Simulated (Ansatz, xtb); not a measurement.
## Relative energy of two isomers of C5H7O+

We compare I, `C/C=C/CC#[O+]`, a singlet, with II, `[O+]#CCC1CC1`, a singlet. Both are isolated ions in the gas phase, relaxed with PBE0-D3(BJ)/def2-SVP; the shapes shown needn't be the lowest conformers.

I (Å):

```xyz
13

C     2.6441    0.9158   -0.8717
C     1.8871   -0.0148   -0.0035
C     0.6530    0.2150    0.4690
C    -0.0452   -0.7613    1.4003
C    -0.9192   -1.5377    0.5716
O    -1.5598   -2.0994   -0.1554
H     2.0783    1.8248   -1.1142
H     3.5900    1.2009   -0.3827
H     2.9274    0.4076   -1.8086
H     2.4008   -0.9441    0.2803
H     0.0909    1.1189    0.2167
H     0.6384   -1.4792    1.8938
H    -0.6621   -0.2876    2.1886
```

II (Å):

```csv
atom,x (Å),y (Å),z (Å)
C,0.5185,2.8769,0.0735
C,-0.0063,1.6124,-0.3409
C,0.7736,0.5018,0.3615
C,0.4706,0.1496,1.7919
C,0.0333,-0.7646,0.6975
O,0.9811,3.8251,0.4446
H,0.0626,1.5791,-1.4468
H,-1.0813,1.6248,-0.0736
H,1.8056,0.4107,0.0107
H,-0.3036,0.7157,2.3198
H,1.3162,-0.1393,2.4202
H,-1.0334,-0.8197,0.4624
H,0.5756,-1.6989,0.5334
```

Estimate E(II) − E(I) at the level CCSD(T)/def2-SVP + ΔMP2/def2-TZVPP.

Calculated at CCSD(T)/def2-SVP + ΔMP2/def2-TZVPP: E(II) − E(I) = +7.5 kcal/mol, so structure I lies lower.

Level by level:

```json
{"level": "PBE0-D3(BJ)/def2-SVP", "geometry": "PBE0-D3(BJ)/def2-SVP", "E(II) − E(I) (kcal/mol)": "+3.9", "departure from the last row (kcal/mol)": "−3.6", "job, with rough time for the two": "optimisation, 91 s"}
{"level": "HF/def2-SVP", "geometry": "PBE0-D3(BJ)/def2-SVP", "E(II) − E(I) (kcal/mol)": "+8.3", "departure from the last row (kcal/mol)": "+0.8", "job, with rough time for the two": "part of the CCSD(T) run"}
{"level": "MP2/def2-SVP", "geometry": "PBE0-D3(BJ)/def2-SVP", "E(II) − E(I) (kcal/mol)": "+4.2", "departure from the last row (kcal/mol)": "−3.3", "job, with rough time for the two": "part of the CCSD(T) run"}
{"level": "CCSD(T)/def2-SVP", "geometry": "PBE0-D3(BJ)/def2-SVP", "E(II) − E(I) (kcal/mol)": "+6.8", "departure from the last row (kcal/mol)": "−0.7", "job, with rough time for the two": "single point"}
{"level": "CCSD(T)/def2-SVP + ΔMP2/def2-TZVPP", "geometry": "PBE0-D3(BJ)/def2-SVP", "E(II) − E(I) (kcal/mol)": "+7.5", "departure from the last row (kcal/mol)": "", "job, with rough time for the two": "single point, 45 s"}
```

As drawn, II has 2 C–C in place of 1 C=C. Structure I has no ring, II a 3-membered ring.

None of the levels shown reverses the order. The largest departure from CCSD(T)/def2-SVP + ΔMP2/def2-TZVPP is that of PBE0-D3(BJ)/def2-SVP, 3.6 kcal/mol. Levels run at GFN2-xTB geometries aren't shown. The last row adds to CCSD(T) the change of the MP2 difference between the two basis sets, here +0.7 kcal/mol.

With thermal terms from frequencies at re-optimised GFN2-xTB minima (ideal gas, soft modes damped towards free rotors, one conformer each, 298.15 K, 1 atm): the zero-point term adds +1.4 kcal/mol; ΔH is +8.4 and ΔG +9.4 kcal/mol.

The correlated steps freeze 6 core orbitals. Run with Ansatz 0.2.0, xtb 6.7.1; the last row on 2 threads of Intel(R) Xeon(R) Processor on a shared host.
